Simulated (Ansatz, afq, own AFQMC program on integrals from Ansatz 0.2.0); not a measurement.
Two steps: Ansatz 0.2.0 writes the Fock matrix and Cholesky factors of the valence space, and afq projects on them the lowest state that overlaps trial and start.

```yaml
crystal:
  periodic: [false, false, false]
  atoms:
    - {symbol: Sb, position_ang: [0.000000, -0.019793, 0.000000]}
    - {symbol: H, position_ang: [0.000000, 1.195507, 1.229100]}
    - {symbol: H, position_ang: [0.000000, 1.195507, -1.229100]}
basis:
  gaussian: {orbitals: def2-SVPD}
total_charge: -1
magnetization: {spin_polarized: true, initial_magnetization: 2}
correlation: {method: ccsd_t, electrons: outside_noble_gas, hamiltonian_folder: ham}
```

```sh
$ ansatz run in.yaml --threads 1 --pin off --events-out ev --progress --plain --max-ram 1843MiB
```

Options of the walk:

```
--method phaseless --trial cisd --walkers 60 --populations 1 --least-time 40 --time-step 0.005 --steps-per-block 50 --equilibration-blocks 28 --max-blocks 300 --target-error 0.00034 --factor-cut 1e-05 --start spin_pure --seed 5733 --release-times 0.24,0.51,0.99,1.62,2.4 --release-step 0.03 --release-every 4 --taylor-order 6
```

Times are imaginary, in 1/Eh. The walk had a cap of 1161 s. Filled inner d shells are frozen with the cores. Core potentials past Kr, no spin–orbit coupling.

afq prints:

```
orbitals 39  electrons 5 3  factors 319 of 575
reference energy -240.31890466 Eh
CCSD correlation -0.13057194 Eh in 12 cycles, weight of the determinant in the CISD state 0.8993
energy of the start -240.449172 Eh
 block  time / (1/Eh)  mean weight  energy / Eh
     1     0.250  1.0008  -240.448268
     2     0.500  1.0011  -240.448348
     3     0.750  0.9993  -240.449106
     4     1.000  0.9997  -240.449684
     5     1.250  0.9984  -240.450567
    10     2.500  1.0008  -240.452234
    25     6.250  0.9997  -240.451040
    29     7.250  0.9985  -240.455238
    49    12.250  1.0006  -240.456456
    69    17.250  0.9983  -240.453746
    89    22.250  1.0008  -240.453178
   109    27.250  1.0002  -240.454773
   129    32.250  1.0004  -240.456542
   149    37.250  0.9985  -240.452640
   169    42.250  1.0000  -240.452658
   177    44.250  0.9993  -240.458971
   185    46.250  1.0028  -240.456151
blocks merged  error / Eh  count
     1  0.000144  160
     2  0.000189  80
     4  0.000243  40
     8  0.000265  20
    16  0.000275  10
released: time / (1/Eh)  energy / Eh  error  mean overlap
  0.24  -240.454665  0.000295  0.9951
  0.51  -240.454479  0.000223  1.0210
  0.99  -240.454690  0.000249  1.0145
  1.62  -240.455108  0.000271  0.9918
  2.40  -240.454485  0.000410  1.0295
energy -240.454727 +/- 0.000265 Eh
(rows thinned)
```

The run passed its tests (sampling time, drift between the halves within three errors, error under three times the target), which doesn't prove that it has relaxed. The second half of the sampling lies below the first by 1.6 errors of their difference, so the energy may still be moving and its error bar be too small.

Against this walk (error 7.2 meV) on the same determinant: CCSD(T) 30.3 meV higher, CCSDT(Q) 2.9 meV higher (within the noise). The error is statistical and leaves out the bias of the constraint. Released to 2.40 1/Eh the energy moves by 7 ± 13 meV (both errors), within twice the noise.

Cautions: constraint bias not in the error; no spin-orbit coupling; inner d shell frozen; another spin lies lower (by 2.40 eV); at this level and basis the anion state lies above a neutral one.

The walk took 4.2 min on 1 thread of Arm Neoverse V1, with other jobs on the host. The log's last line is the phaseless energy.

CCSDT and higher add their correlation energy to the determinant of the CCSD(T) run, since their own runs factorise the integrals more tightly (a shift of under 2 meV). A walk keeps the symmetry of its determinant, which the program's search chose and which needn't be the lowest solution, so a lower state of the same spin and another symmetry isn't excluded.
